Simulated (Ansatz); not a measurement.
# Interaction energy ladder

The pair of CH₄ (SMILES C, atoms 1–5) and SiH₃F (SMILES [SiH3]F, atoms 6–10), both closed shells, in one local arrangement (a lower one may exist), relaxed at PBE0-D4/def2-TZVP:

| atom | x (Å) | y (Å) | z (Å) |
| --- | --- | --- | --- |
| C1 | 0.0218 | -0.0216 | -1.8930 |
| H2 | -0.7307 | 0.7258 | -1.6415 |
| H3 | -0.0348 | -0.2459 | -2.9578 |
| H4 | -0.1603 | -0.9310 | -1.3209 |
| H5 | 1.0132 | 0.3658 | -1.6580 |
| Si6 | -0.0146 | 0.0601 | 1.9049 |
| F7 | -0.2916 | -1.4360 | 1.4075 |
| H8 | -1.0883 | 0.9351 | 1.3795 |
| H9 | 1.3078 | 0.4876 | 1.3919 |
| H10 | -0.0224 | 0.0601 | 3.3871 |

Computed with Ansatz 0.2.0 (basis: def2-TZVPPD, with def2-QZVPPD for the basis limit); correlated methods freeze the cores. B3LYP uses VWN-RPA correlation. Extrapolation: Hartree–Fock as exp(−7.88 √X), correlation as X^−2.97. Interaction energies count from these two fragments, frozen as in the pair, with the counterpoise correction; negative means bound.

What is the interaction energy by CCSD(T) at an estimated basis limit (MP2 extrapolated from triple and quadruple zeta, plus CCSD(T) − MP2 in triple zeta)? (Judge from chemistry; the value comes from the calculation.)

Computed: -0.95 kcal/mol. Hartree–Fock alone gives 0.43 kcal/mol at the basis limit, so without correlation the pair would not bind at this distance. It counts from the two fragments frozen as in the pair.

The same quantity by other methods in triple zeta, and each one's difference from that estimate:
| method | E_int (kcal/mol) | difference |
| --- | --- | --- |
| PBE-D4 | -1.21 | -0.26 |
| revPBE-D4 | -1.05 | -0.10 |
| BLYP-D4 | -0.88 | 0.06 |
| r2SCAN-D4 | -0.95 | -0.01 |
| B97M-V | -0.92 | 0.02 |
| PBE0-D4 | -1.11 | -0.16 |
| B3LYP-D4 | -1.01 | -0.06 |
| HSE06-D4 | -1.10 | -0.15 |
| wB97X-V | -1.01 | -0.06 |
| wB97M-V | -0.92 | 0.02 |
| B2PLYP | -0.14 | 0.81 |
| HF | 0.43 | 1.38 |
| MP2 | -0.73 | 0.22 |
| CCSD | -0.64 | 0.31 |
| CCSD(T) | -0.81 | 0.14 |
Differences are method less estimate.

Which atoms make the shortest contact between the fragments?

H4 and F7, 2.78 Å apart.

Basis-set superposition shift (counterpoise-corrected less uncorrected): CCSD(T) 0.30; MP2 0.29; HF 0.05; PBE0-D4 0.05; wB97M-V 0.06 kcal/mol.

The T1 diagnostic stays at or below 0.012.

For scale, one of the runs: CCSD(T)/def2-TZVPPD, 244 basis functions, launched by `ansatz run in.yaml --threads 4 --pin off --events-out ev --progress --plain --max-ram 9574MiB`. The run took 22 s on 4 CPU threads of an AMD EPYC 9R45 (shared host), with 4.8 GiB of host memory at its peak.
